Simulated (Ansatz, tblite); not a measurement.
Forces on the cluster B3 at its PBE-D4/def2-TZVP geometry. Charge 0, multiplicity 2.

The xTB rows come from tblite. The structure comes from a short search, and lower isomers may exist.

GFN1-xTB (tblite), largest force 0.33 eV/Å:

```xyz
3
positions Å, forces eV/Å
B    -0.447   -0.749    0.213    0.150    0.282   -0.075
B     0.868   -0.044   -0.229   -0.291    0.015    0.077
B    -0.421    0.793    0.015    0.140   -0.297   -0.001
```

GFN2-xTB (tblite), largest force 2.24 eV/Å:

```
B 1.113 1.861 -0.530
B -2.160 0.110 0.569
B 1.047 -1.971 -0.039
```

PBE-D4/def2-TZVP (Ansatz), largest force 0.01 eV/Å:

```
B 0.004 -0.006 0.000
B -0.008 0.000 0.002
B 0.004 0.006 -0.002
```
